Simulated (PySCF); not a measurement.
# CHFO (formyl fluoride) at 6 levels

Aim: a comparison of 6 runs (MP2/STO-3G, BCCD(T)/STO-3G, CCSDT/STO-3G, CISD/STO-3G, CCSD(T)/STO-3G, FCI/STO-3G) of CHFO (formyl fluoride). The job is set up through a Python script.

Program for the calculation: PySCF 2.14.0.

4 further runs of the same task are left out: 4 set aside as unsound or not needed.

### 1 The structure to begin with

CHFO: 4 atoms, total charge 0, spin state singlet. As SMILES, `O=CF`. The C2–F3 distance was set to 1.610 Å, away from the relaxed value.

Bond lengths: O1–C2 1.171 Å, C2–H4 1.098 Å. Angles: O1–C2–H4 129.0°. A long bond or contact: C2–F3 1.610 Å.

### 2 A single-point energy at MP2/STO-3G (run 1)

input.py

```python
from pyscf import gto, scf, mp

mol = gto.M(
    atom=[
    ('O', (-1.016499, 0.428855, 0.870835)),
    ('C', (-0.176559, 0.306175, 0.063785)),
    ('F', (0.584370, -1.090860, -0.181350)),
    ('H', (0.228231, 1.054345, -0.630705)),
],
    basis='sto-3g',
    verbose=3,
    spin=0,
    max_memory=1860,
)

myscf = scf.RHF(mol)
myscf.conv_tol = 1e-10
myscf.kernel()
if not myscf.converged:
    myscf = myscf.newton().run(myscf.mo_coeff, myscf.mo_occ)

pt = mp.MP2(myscf, frozen=3).run()
energy = pt.e_tot
print('E(%s) = %.9f' % ('MP2', energy))
```

Launch:

```
$ OMP_NUM_THREADS=1 python input.py
```

What it wrote:

```text
converged SCF energy = -209.782462450569
E(RMP2) = -209.928338717176  E_corr = -0.145876266607264
E(SCS-RMP2) = -209.933937511224  E_corr = -0.151475060655409
E(MP2) = -209.928338717
```

It took 0.85 s on 1 thread of Arm Neoverse V1, shared host; peak memory 0.11 GiB.

### 3 A single-point energy at BCCD(T)/STO-3G (run 2)

run.py

```python
from pyscf import gto, cc
from pyscf.cc.bccd import bccd_kernel_

molecule = gto.M(
    atom='''
O   -1.016499   0.428855   0.870835
C   -0.176559   0.306175   0.063785
F    0.584370  -1.090860  -0.181350
H    0.228231   1.054345  -0.630705
''',
    charge=0,
    verbose=3,
    basis='sto-3g',
    max_memory=1860,
)

mf = molecule.RHF()
mf.conv_tol = 1e-10
mf.kernel()
if not mf.converged:
    mf = mf.newton().run(mf.mo_coeff, mf.mo_occ)

mycc = cc.CCSD(mf, frozen=3).run()
mycc = bccd_kernel_(mycc, diis=True)
e_t = mycc.ccsd_t()
energy = mycc.e_tot + e_t
print('Final energy', energy)
```

Launch:

```
$ OMP_NUM_THREADS=1 python run.py
```

What it wrote:

```text
converged SCF energy = -209.782462450569
E(CCSD) = -209.956694582926  E_corr = -0.1742321323571778
BCCD loop starts.

[... 22 lines left out ...]
CCSD converged
[... 25 lines left out ...]
CCSD converged
[... 23 lines left out ...]
CCSD converged
[... 20 lines left out ...]
CCSD converged
[... 3 lines left out ...]
Final energy -209.9634397104024
```

Run time: 1.2 s. Hardware: 1 thread of Arm Neoverse V1, shared host; peak memory 0.12 GiB.

Run 3 isn't shown in full; the table further down has it.

### 4 The energy at CISD/STO-3G (run 4)

calc.py

```python
from pyscf import gto, scf, ci

mol = gto.M(
    atom='''
O     -1.920905     0.810418     1.645640
C     -0.333648     0.578587     0.120536
F      1.104299    -2.061427    -0.342702
H      0.431294     1.992423    -1.191860
''',
    charge=0,
    unit='bohr',
    basis='sto-3g',
    max_memory=1860,
    verbose=4,
)

mf = scf.RHF(mol)
mf.conv_tol = 1e-10
mf.kernel()
if not mf.converged:
    mf = mf.newton().run(mf.mo_coeff, mf.mo_occ)

cisd = ci.CISD(mf, frozen=3)
cisd.kernel()
etot = cisd.e_tot
print('E(%s) = %.9f' % ('CISD', etot))
```

Launch:

```
$ OMP_NUM_THREADS=1 python calc.py
```

What it wrote:

```text
PySCF version 2.14.0

[... 60 lines left out ...]
converged SCF energy = -209.782462464407
[... 1 line left out ...]
******** <class 'pyscf.ci.cisd.RCISD'> ********
CISD nocc = 9, nmo = 13
frozen orbitals 3
max_cycle = 50
direct = 0
conv_tol = 1e-09
max_cycle = 50
max_space = 12
lindep = 0
nroots = 1
Init t2, MP2 energy = -0.145876326355204
RCISD converged
E(RCISD) = -209.9472087702173  E_corr = -0.1647463058103034
E(CISD) = -209.947208770
```

Wall time 0.76 s (1 thread of Arm Neoverse V1, shared host); peak memory 0.1 GiB.

Run 5 isn't shown in full; the table further down has it.

### 5 A single-point energy at FCI/STO-3G (run 6)

input.py

```python
from pyscf import gto, scf, mcscf
from pyscf import fci

mol = gto.Mole()
mol.atom = '''
O     -1.920905     0.810418     1.645640
C     -0.333648     0.578587     0.120536
F      1.104299    -2.061427    -0.342702
H      0.431294     1.992423    -1.191860
'''
mol.basis = 'sto-3g'
mol.max_memory = 1860
mol.charge = 0
mol.unit = 'bohr'
mol.verbose = 4
mol.build()

mf = scf.RHF(mol)
mf.conv_tol = 1e-10
mf.kernel()
if not mf.converged:
    mf = mf.newton().run(mf.mo_coeff, mf.mo_occ)

cas = mcscf.CASCI(mf, mf.mo_coeff.shape[-1] - 3, (mol.nelec[0] - 3, mol.nelec[1] - 3))  # full CI above the frozen core
cas.fcisolver = fci.direct_spin0.FCI(mol)  # even spin states alone
cas.kernel()
print('<S^2> = %.4f' % cas.fcisolver.spin_square(cas.ci, cas.ncas, cas.nelecas)[0])
etot = cas.e_tot
print('Final energy', etot)
```

Launch:

```
$ OMP_NUM_THREADS=1 python input.py
```

What it wrote:

```text
PySCF version 2.14.0

[... 60 lines left out ...]
converged SCF energy = -209.782462464407
[... 1 line left out ...]
******** <class 'pyscf.mcscf.casci.CASCI'> ********
CAS (9e+9e, 13o), ncore = 3, nvir = 0
natorb = False
canonicalization = True
sorting_mo_energy = False
******** <class 'pyscf.fci.direct_spin0.FCISolver'> ********
max. cycles = 100
conv_tol = 1e-10
davidson only = False
linear dependence = 1e-14
level shift = 0.001
max iter space = 12
nroots = 1
pspace_size = 400
spin = None
Density matrix diagonal elements [1.9955666  1.99391565 1.98017833 1.9767555  1.97020739 1.94031667
 1.99641578 1.95413286 1.92755681 0.10835808 0.10684507 0.02904278
 0.02070848]
CASCI converged
CASCI E = -209.965731781224  E(CI) = -79.1601834720484  S^2 = 0.0000000
<S^2> = 0.0000
Final energy -209.9657317812244
```

It took 12 s on 1 thread of Arm Neoverse V1, shared host; peak memory 0.23 GiB.

### 6 All runs side by side

| run | level | energy (Eh) | dipole moment (D) of the reference | HOMO energy (eV) | LUMO energy (eV) | wall time |
| --- | --- | --- | --- | --- | --- | --- |
| 1 | MP2/STO-3G | -209.928339 | 1.55 | -9.85 | 7.37 | 0.85 s |
| 2 | BCCD(T)/STO-3G | -209.963440 | – | – | – | 1.2 s |
| 3 | CCSDT/STO-3G | -209.965303 | 1.55 | -9.85 | 7.37 | 1.8 s |
| 4 | CISD/STO-3G | -209.947209 | 1.55 | -9.85 | 7.37 | 0.76 s |
| 5 | CCSD(T)/STO-3G | -209.963365 | 1.55 | -9.85 | 7.37 | 0.97 s |
| 6 | FCI/STO-3G | -209.965732 | 1.55 | -9.85 | 7.37 | 12 s |

### 7 What came out

| quantity | value |
| --- | --- |
| run 6: total energy | -209.96573 Eh |
| run 6: dipole moment (Hartree–Fock density) | 1.55 D |
| run 6: HOMO energy (Hartree–Fock orbitals) | -9.85 eV |
| run 6: LUMO energy (Hartree–Fock orbitals) | 7.37 eV |
| run 6: HOMO–LUMO gap (Hartree–Fock orbitals) | 17.22 eV |
| run 6: correlation energy (3 core orbitals frozen) | -183.3 mEh |

**Reading.** Against full CI in this basis: MP2 +37.4 mEh; BCCD(T) +2.3 mEh; CCSDT +0.4 mEh; CISD +18.5 mEh; CCSD(T) +2.4 mEh. In runs 1, 2, 3, 4, 5, 6 the basis is minimal, so the values are rough. All runs together took 18 s, the longest 12 s.
